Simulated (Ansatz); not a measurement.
## Two-coordinate energy map

C$_{2}$H$_{5}$S (SMILES [CH2]CS), doublet, PBE0-D4/def2-TZVP minimum:

| atom | x (Å) | y (Å) | z (Å) |
| --- | --- | --- | --- |
| C1 | -0.5111 | 0.3391 | -0.8695 |
| C2 | 0.6211 | 0.1479 | 0.0399 |
| S3 | 0.0629 | -0.3088 | 1.7422 |
| H4 | -1.1240 | 1.2280 | -0.7944 |
| H5 | -0.8811 | -0.4863 | -1.4648 |
| H6 | 1.1784 | 1.0724 | 0.2080 |
| H7 | 1.3201 | -0.6139 | -0.3044 |
| H8 | -0.5741 | -1.4356 | 1.3873 |

Rows set the bond length S3–H8 (Å; 1.342 at the minimum), columns the dihedral angle C1–C2–S3–H8 (°; 60.0), set in this order; the parts move rigidly, in a bend the first-named atom's side turns in the plane, and in a torsion the whole end group turns. CCSD(T) energies count from the value at that structure, in eV. Program: Ansatz 0.2.0. Basis: def2-TZVPP. Cores are frozen in the correlated methods; orbitals are unrestricted.

```tsv
S3–H8 \ C1–C2–S3–H8	-177.6	-105.6	-33.6	38.4	110.4
1.181	0.522	0.512	0.496	0.456	0.520
1.296	0.107	0.106	?	0.044	0.112
1.465	?	0.259	?	0.190	0.263
1.661	0.876	0.902	0.878	0.827	0.904
```

(1) Fill in the withheld cells. (To be estimated.)

T1 diagnostic: at most 0.015. ⟨S²⟩ of the unrestricted Hartree–Fock references: 0.77 (a pure state has 0.75).

Results:

(1) The calculation gives: (1.296, -33.6): 0.087; (1.465, -177.6): 0.246; (1.465, -33.6): 0.236 eV. These count from the CCSD(T) energy at the PBE0-D4 minimum.

The same grid for a cheaper method: MP2 − CCSD(T), both counted from the minimum, in eV:
```
S3–H8 \ C1–C2–S3–H8  -177.6  -105.6   -33.6    38.4   110.4
              1.181  -0.021  -0.017  -0.018  -0.018  -0.019
              1.296  -0.010  -0.005  -0.006  -0.007  -0.007
              1.465   0.019   0.025   0.023   0.022   0.023
              1.661   0.074   0.082   0.076   0.076   0.079
```

For scale, one of the runs: CCSD(T)/def2-TZVPP, 174 basis functions (an equivalent command: `ansatz run in.yaml --threads 4`). Hardware: 4 CPU threads, shared host. Wall time 92 s; peak host memory 3.8 GiB.
